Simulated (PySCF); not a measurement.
**The bond of LiP+, level by level**

One table from this session's results is given with a row withheld; the runs are named, their logs left out.

Method: Li pcseg-2, P pcseg-2, no relativity; program: PySCF 2.14.0.

The first run:

Settings of the job:

```
atoms                         : Li, P
charge                        : 1
basis                         : Li pcseg-2, P pcseg-2
Hamiltonian                   : no relativity
basis functions               : 49
electrons treated             : 17
masses in u                   : 7.0160, 30.9738
levels                        : PBE0, PBE, r²SCAN, revPBE, BLYP, BP86, HF, MP2, SCS-MP2, CCSD, CCSD(T)
grid                          : 80 radial by 434 angular points
occupations                   : held fixed by the projection of orbital angular momentum
dissociation limit            : Li+ + P, each in its ground configuration
starting distance in angstrom : 2.450
values of 2S to try           : 1, 3
```

Run with:

```
$ OMP_NUM_THREADS=1 python dia.py task.json out
```

Among the steps run: Input; PBE0 along the bond; Other states along the same grid; PBE (GGA); r²SCAN; revPBE (GGA); BLYP (GGA); BP86 (GGA); UHF; Correlated methods on the Hartree–Fock reference.

One table of the session follows, with a row left open; its other results are not shown here.

It belongs to the step «Constants by level of theory». Differences from CCSD(T) in the same basis:

```
      level  Re (mÅ)  ωe (%)
        UHF      +61    -7.4
    UHF-MP2      +15    -2.0
UHF-SCS-MP2      +23    -3.1
   UHF-CCSD       +5    -0.8
        PBE      +33    -7.1
     revPBE      +58    -9.4
       BLYP      +50    -9.7
       BP86        ?       ?
     r²SCAN      +50    -9.0
       PBE0      +21    -5.1
```

**Question.** Estimate the row for BP86.

The run gave: Re (mÅ): +68; ωe (%): -11.8. In the column «Re (mÅ)» it is the highest.
